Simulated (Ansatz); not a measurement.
`PBS` at its PBE0-D4/def2-TZVP geometry, where that method's forces vanish. Charge 0, multiplicity 1.

```xyz
7

P    -0.1038    1.2293   -0.5435
B    -0.2500   -0.1578    0.7338
S     0.8914   -1.4971    0.9472
H     0.3397    0.4931   -1.6689
H    -1.4648    1.3168   -0.9205
H    -1.0962   -0.0916    1.5731
H     1.6837   -1.2928   -0.1212
```

Task: What forces (eV/Å) does r2SCAN-D4/def2-TZVPP give on these atoms in Ansatz 0.2.0? (Estimate.)

Result: Ansatz gave: 
```
P1  -0.016 -0.014 -0.003
B2  -0.082  0.069  0.011
S3   0.052 -0.078  0.037
H4   0.001  0.008  0.001
H5   0.006  0.012 -0.005
H6   0.025  0.000 -0.021
H7   0.013  0.003 -0.020
```
